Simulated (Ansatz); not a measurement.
Basis-set extrapolation for `CO[SiH]` (PBE0-D4/def2-TZVP geometry, frozen core, the Gaussian-basis code of Ansatz). Multiplicity 1, RHF reference.

```tsv
	def2-TZVPP	def2-QZVPP
HF	-404.028093	-404.042744
MP2 correlation	-0.516309	-0.554267
CCSD(T) correlation	-0.569047	not run
```

Energies in hartree. Use E(X) = E(∞) + A·exp(−7.88·√X) for Hartree–Fock and E(X) = E(∞) + B·X^(−2.97) for correlation, with X = 3 and 4, and add CCSD(T) minus MP2 of the smaller set to the MP2 limit.

**Question.** What is the CCSD(T) energy at the basis-set limit?

**Answer.** HF limit: -404.042744 + (-0.014651) × 0.13774 = -404.04476. MP2 limit: -0.554267 + (-0.037958) × 0.74074 = -0.58238. Higher-order term: -0.569047 − (-0.516309) = -0.05274. Total: -404.67988 hartree, 51.9 kcal/mol below CCSD(T)/def2-TZVPP.
